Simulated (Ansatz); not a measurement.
# SiNH₃: ionisation energy by level of theory

The task here is to estimate one member of a computed series from the others.

The runs use Ansatz 0.2.0, Gaussian basis; unrestricted cation, the program's frozen cores in correlated methods.

Plan: UKS PBE-D4/def2-TZVPP; UKS r2SCAN-D4/def2-TZVPP; UKS PBE0-D4/def2-TZVPP; UKS B3LYP-D4/def2-TZVPP; UKS wB97X-V/def2-TZVPP; UKS wB97M-V/def2-TZVPP; UKS B2PLYP/def2-TZVPP; UHF-CCSD(T)/def2-TZVPP; UHF-CCSD(T)/def2-QZVPP; extrapolation to the limit; then −ε(HOMO) from the neutral's earlier runs with LDA (SPW92), PBE-D4, revPBE-D4, BLYP-D4, r2SCAN-D4, B97M-V, PBE0-D4, B3LYP-D4, r2SCANh-D4, r2SCAN0-D4, HSE06-D4, BHLYP-D4, CAM-B3LYP-D4, LC-ωPBE, ωB97X-V, ωB97M-V.

## The relaxed structure

An earlier PBE0-D4 in a triple-zeta def2 set relaxation fixed the geometry.

SMILES `N[SiH]`, 5 atoms, charge 0, spin multiplicity 1.

Atoms are counted from 1 here; the program's logs count them from 0.

Bond lengths: N1–Si2 1.707 Å, N1–H3 1.008 Å, N1–H4 1.008 Å, Si2–H5 1.532 Å. Angles: Si2–N1–H3 126.3°, Si2–N1–H4 121.7°, H3–N1–H4 112.1°, N1–Si2–H5 94.1°.

The first run:

in.yaml reads:

```yaml
crystal:
  periodic: [false, false, false]
  atoms:
    - {symbol: N, position_ang: [-0.307646, -0.467463, 0.101425]}
    - {symbol: Si, position_ang: [0.074409, 1.158190, 0.455136]}
    - {symbol: H, position_ang: [0.135157, -1.046100, -0.595106]}
    - {symbol: H, position_ang: [-1.034760, -0.960114, 0.596575]}
    - {symbol: H, position_ang: [1.182739, 1.241786, -0.599431]}
basis:
  gaussian: {orbitals: def2-TZVPP}
total_charge: 1
magnetization: {spin_polarized: true, initial_magnetization: 1}
hamiltonian: {xc: pbe, dispersion: d4}
```

The run is started by

```sh
$ ansatz run in.yaml --threads 2 --pin off --events-out ev --progress --plain --max-ram 32768MiB --backend cpu
```

Steps of the session up to this table: Cation, UKS PBE-D4/def2-TZVPP; Cation, UKS r2SCAN-D4/def2-TZVPP; Cation, UKS PBE0-D4/def2-TZVPP; Cation, UKS B3LYP-D4/def2-TZVPP; Cation, UKS wB97X-V/def2-TZVPP; Cation, UKS wB97M-V/def2-TZVPP; Cation, UKS B2PLYP (frozen core)/def2-TZVPP; Cation, UHF-CCSD(T)/def2-TZVPP; Cation, UHF-CCSD(T)/def2-QZVPP.

One table of the session follows, with a row left open; its other results are not shown here.

It belongs to the step «Ionisation energies side by side». Orbital estimates, from the neutral's runs:

```
  functional  −ε(HOMO) (eV)
 LDA (SPW92)           5.31
      PBE-D4           5.26
   revPBE-D4           5.24
     BLYP-D4           5.16
   r2SCAN-D4           5.47
      B97M-V           5.55
     PBE0-D4           6.34
    B3LYP-D4           6.17
  r2SCANh-D4           5.86
  r2SCAN0-D4           6.46
    HSE06-D4              ?
    BHLYP-D4           7.32
CAM-B3LYP-D4           7.65
     LC-ωPBE           8.95
     ωB97X-V           8.63
     ωB97M-V           8.45
```

**Question.** Estimate the row for HSE06-D4.

As computed: −ε(HOMO) (eV): 5.94. In the column «−ε(HOMO) (eV)» it lies between r2SCANh-D4 (5.86) and B3LYP-D4 (6.17).
